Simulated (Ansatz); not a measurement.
Born–Oppenheimer molecular dynamics of AlFH3N (6 atoms, charge 0, multiplicity 1). It goes on from the last frame of an earlier run, with new velocities.

Level of theory: RKS B3LYP/def2-SVP in Ansatz 0.2.0.

```
ensemble                      : NVE (velocity Verlet)
time step                     : 1 fs
steps asked                   : 150
starting velocities drawn for : 700 K
seed                          : 91505
```

First frame:

```xyz
6
Properties=species:S:1:pos:R:3
Al -0.071 0.064 0.118
N -0.027 -0.091 1.881
H -0.822 -0.384 2.440
H 0.807 -0.198 2.506
F 1.409 0.341 -0.590
H -1.466 0.001 -0.518
```

Question: How far do the bonds stretch over the last three quarters of this one trajectory? (Pairs bonded in most of those frames.)

Answer: 
```
  bond  mean (Å)  spread (Å)  shortest  longest
Al1–N2     1.769       0.034      1.71     1.83
Al1–F5     1.677       0.048      1.59     1.76
Al1–H6     1.573       0.032      1.52     1.62
 N2–H3     1.024       0.039      0.95     1.10
 N2–H4     1.023       0.028      0.97     1.08
```

Mean temperature of the second half: 452 K. The conserved energy stayed within 2.1 meV per atom of its start (net change 1.4 meV per atom), so the integration is sound. A run of 0.15 ps of so small a system gives no equilibrium averages.

The run took 3.3 min on 1 thread of Arm Neoverse V1 (shared host), peak memory 0.11 GiB.
